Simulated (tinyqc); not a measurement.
Inside a calculation. Method: MP2 on RHF in the sto-6g basis, frozen core, for H2O, spin multiplicity 1. One step of it, computed by the program tinyqc.

Problem. Iteration 8 (converged): orbitals. Diagonalise F' = X^T F X, C = X C', fill 5 alpha and 5 beta electrons from the bottom; D = 2 C_occ C_occ^T. Each column has its largest component positive (the first on a tie).

converged F (hartree):
```
             1O 1s      1O 2s     1O 2px     1O 2py     1O 2pz      2H 1s      3H 1s
1O 1s   -20.533311  -4.965872   0.000000   0.000000  -0.024249  -0.817686  -0.817686
1O 2s    -4.965872  -2.308789   0.000000   0.000000  -0.072711  -0.764755  -0.764755
1O 2px    0.000000   0.000000  -0.398059   0.000000   0.000000   0.000000   0.000000
1O 2py    0.000000   0.000000   0.000000  -0.231918   0.000000  -0.336123   0.336123
1O 2pz   -0.024249  -0.072711   0.000000   0.000000  -0.272438  -0.339226  -0.339226
2H 1s    -0.817686  -0.764755   0.000000  -0.336123  -0.339226  -0.404050  -0.264364
3H 1s    -0.817686  -0.764755   0.000000   0.336123  -0.339226  -0.264364  -0.404050
```

X:
```
            1O 1s      1O 2s    1O 2px     1O 2py     1O 2pz      2H 1s      3H 1s
1O 1s    1.022254  -0.131722  0.000000   0.000000  -0.006973   0.016686   0.016686
1O 2s   -0.131722   1.144947  0.000000   0.000000   0.071699  -0.210425  -0.210425
1O 2px   0.000000   0.000000  1.000000   0.000000   0.000000   0.000000   0.000000
1O 2py   0.000000   0.000000  0.000000   1.061406   0.000000  -0.160721   0.160721
1O 2pz  -0.006973   0.071699  0.000000   0.000000   1.041430  -0.122018  -0.122018
2H 1s    0.016686  -0.210425  0.000000  -0.160721  -0.122018   1.121566  -0.069717
3H 1s    0.016686  -0.210425  0.000000   0.160721  -0.122018  -0.069717   1.121566
```

Give: F' = X^T F X; orbital energies; coefficients C; D after iteration 8.

Solution.

F' = X^T F X (hartree):
```
         1       2       3       4       5       6       7
1  -20.209  -2.499   0.000   0.000  -0.046  -0.110  -0.110
2   -2.499  -1.290   0.000   0.000   0.102  -0.383  -0.383
3    0.000   0.000  -0.398   0.000   0.000   0.000   0.000
4    0.000   0.000   0.000  -0.039   0.000  -0.376   0.376
5   -0.046   0.102   0.000   0.000  -0.137  -0.309  -0.309
6   -0.110  -0.383   0.000  -0.376  -0.309  -0.030  -0.077
7   -0.110  -0.383   0.000   0.376  -0.309  -0.077  -0.030
```

orbital energies (hartree): MO1 -20.536, MO2 -1.216, MO3 -0.530, MO4 -0.455, MO5 -0.398, MO6 0.463, MO7 0.538

coefficients C:
```
           MO1     MO2     MO3     MO4    MO5     MO6     MO7
1O 1s    0.997  -0.228   0.000   0.088  0.000  -0.097   0.000
1O 2s    0.014   0.896   0.000  -0.479  0.000   0.623   0.000
1O 2px   0.000   0.000   0.000   0.000  1.000   0.000   0.000
1O 2py   0.000   0.000   0.626   0.000  0.000   0.000   0.887
1O 2pz   0.002   0.084   0.000   0.722  0.000   0.769   0.000
2H 1s   -0.003   0.136   0.453   0.344  0.000  -0.690  -0.728
3H 1s   -0.003   0.136  -0.453   0.344  0.000  -0.690   0.728
```

D after iteration 8:
```
         1O 1s   1O 2s  1O 2px  1O 2py  1O 2pz   2H 1s   3H 1s
1O 1s    2.107  -0.465   0.000   0.000   0.093  -0.007  -0.007
1O 2s   -0.465   2.066   0.000   0.000  -0.541  -0.087  -0.087
1O 2px   0.000   0.000   2.000   0.000   0.000   0.000   0.000
1O 2py   0.000   0.000   0.000   0.784   0.000   0.567  -0.567
1O 2pz   0.093  -0.541   0.000   0.000   1.055   0.520   0.520
2H 1s   -0.007  -0.087   0.000   0.567   0.520   0.684  -0.136
3H 1s   -0.007  -0.087   0.000  -0.567   0.520  -0.136   0.684
```
